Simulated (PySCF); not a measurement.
## Which basis set comes closest?

Molecule: SMILES CS(C=C)(=O)=O, C3H6O2S.

Geometry (Å), atoms numbered from 1 in this order:
```xyz
12

C     1.978   -0.079    0.753
C     1.090    0.191   -0.198
S    -0.551    0.698    0.260
C    -1.588   -0.631   -0.325
O    -0.636    0.711    1.719
O    -0.867    1.885   -0.527
H     3.014   -0.329    0.512
H     1.676   -0.037    1.805
H     1.296    0.204   -1.272
H    -1.472   -0.734   -1.411
H    -1.326   -1.555    0.206
H    -2.614   -0.322   -0.081
```

Geometry PBE0-D3(BJ)/def2-SVP throughout; GIAO in PySCF 2.14.0 with density-fitted response routines, gas phase, one conformer, non-relativistic; equivalent atoms averaged; functional PBE0.

Reference values (measured; solution, not stated per compound (mostly CDCl3 or CCl4); Pretsch, Buehlmann, Badertscher, Structure Determination of Organic Compounds, 4th ed. (2009)): δ(H9) = 6.76 ppm, δ(H7) = 6.14 ppm, δ(H8) = 6.43 ppm. Computed shifts are taken against TMS, calculated as an isolated molecule at each level.

Problem. How do the basis sets STO-3G, 6-31G, pcSseg-0, 6-31G*, def2-SVP, cc-pVDZ, pcSseg-1, aug-cc-pVDZ, 6-311+G(2d,p), def2-TZVP, cc-pVTZ, IGLO-III, pcSseg-2 perform against the reference? Times are CPU seconds on shared hosts with different chips, so compare them loosely.

Solution. 
```csv
basis set,functions,H9,H7,H8,mean abs. error H,core-s
STO-3G,40,6.13,5.84,5.98,0.46,3.2
6-31G,70,6.54,6.58,7.15,0.46,6.4
pcSseg-0,70,6.59,6.88,7.23,0.57,4.3
6-31G*,100,6.29,6.04,6.52,0.22,8.9
def2-SVP,118,6.43,6.16,6.68,0.20,10
cc-pVDZ,118,6.42,6.11,6.70,0.21,8.2
pcSseg-1,139,6.57,6.35,6.79,0.25,11
aug-cc-pVDZ,196,6.91,6.34,6.97,0.30,17
"6-311+G(2d,p)",206,6.81,6.21,6.84,0.18,23
def2-TZVP,228,6.83,6.24,6.86,0.20,28
cc-pVTZ,268,6.82,6.25,6.87,0.20,26
IGLO-III,279,6.83,6.25,6.88,0.21,26
pcSseg-2,307,6.79,6.28,6.88,0.21,36
```

For ¹H the closest is 6-311+G(2d,p) (0.18 ppm, with def2-SVP, def2-TZVP, cc-pVTZ practically level) and the furthest pcSseg-0 (0.57 ppm). Where a smaller basis beats a larger one, errors probably cancel; the largest sets show where the functional converges. One molecule is a small sample, and vibrational and solvent effects are absent from the calculation.

A small basis that lands close on one nucleus may do so by chance; judge by the trend and by all nuclei.
